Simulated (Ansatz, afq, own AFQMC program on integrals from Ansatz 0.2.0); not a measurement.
AFQMC on a folder of integrals that Ansatz 0.2.0 wrote.

```yaml
crystal:
  periodic: [false, false, false]
  atoms:
    - {symbol: Ge, position_ang: [0.000000, -0.030265, 0.000000]}
    - {symbol: H, position_ang: [0.000000, 1.090584, -1.133489]}
    - {symbol: H, position_ang: [0.000000, 1.090579, 1.133493]}
basis:
  gaussian: {orbitals: cc-pVTZ}
magnetization: {spin_polarized: true, initial_magnetization: 0}
correlation: {method: ccsd_t, electrons: outside_noble_gas, hamiltonian_folder: ham}
```

```sh
$ ansatz run in.yaml --threads 1 --pin off --events-out ev --progress --plain --max-ram 1843MiB
```

Options of the walk:

```
--method phaseless --trial hf --walkers 120 --populations 1 --least-time 40 --time-step 0.005 --steps-per-block 20 --equilibration-blocks 112 --max-blocks 600 --target-error 0.00087 --factor-cut 1e-05 --start spin_pure --seed 4899 --taylor-order 6
```

Times are imaginary, in 1/Eh. The walk had a cap of 1281 s. Filled inner d shells are frozen with the cores.

```
orbitals 57  electrons 3 3  factors 385 of 433
reference energy -2076.51571543 Eh
CCSD correlation -0.12850085 Eh in 11 cycles, weight of the determinant in the CISD state 0.9111
energy of the start -2076.515715 Eh
 block  time / (1/Eh)  mean weight  energy / Eh
     1     0.100  1.0000  -2076.539430
     2     0.200  1.0010  -2076.557088
     3     0.300  1.0005  -2076.570777
     4     0.400  1.0004  -2076.578892
     5     0.500  1.0009  -2076.586504
    10     1.000  1.0010  -2076.610333
    52     5.200  1.0014  -2076.695687
    86     8.600  1.0003  -2076.655531
   171    17.100  0.9981  -2076.641306
   256    25.600  1.0013  -2076.650462
   341    34.100  0.9982  -2076.643675
   426    42.600  1.0002  -2076.656260
   460    46.000  0.9998  -2076.630247
   511    51.100  1.0012  -2076.648784
   596    59.600  1.0000  -2076.649679
   681    68.100  1.0012  -2076.644866
   698    69.800  1.0002  -2076.639087
blocks merged  error / Eh  count
     1  0.000433  600
     2  0.000576  300
     4  0.000754  150
     8  0.000965  75
    16  0.001053  37
    32  0.001187  18
    64  0.001258  9
energy -2076.648882 +/- 0.001187 Eh
(rows thinned)
```

Question: Estimate how long the walk took on 1 thread of Arm Neoverse V2, on a shared host.

Answer: 7.3 min of wall time.

The run passed its tests (sampling time, drift between the halves within three errors, error under three times the target), which doesn't prove that it has relaxed. The second half of the sampling lies above the first by 1.8 errors of their difference, so the energy may still be moving and its error bar be too small.

Against this walk (error 32.3 meV) on the same determinant: CCSD(T) 39.1 meV higher (within the noise), CCSDT(Q) 18.5 meV higher (within the noise), a separate phaseless walk with a CISD trial and standard settings 7.9 ± 33.2 meV higher (within the noise). The error is statistical and leaves out the bias of the constraint.

Cautions: constraint bias not in the error; error above the target (32.3 against 23.7 meV); no relativity below Rb; no spin-orbit coupling; inner d shell frozen; an unrestricted solution with more broken spin lies lower (36 meV, ⟨S²⟩ 0.26), while this determinant keeps restricted orbitals.

CCSDT and higher add their correlation energy to the determinant of the CCSD(T) run, since their own runs factorise the integrals more tightly (a shift of under 2 meV). A walk keeps the symmetry of its determinant, which the program's search chose and which needn't be the lowest solution, so a lower state of the same spin and another symmetry isn't excluded.
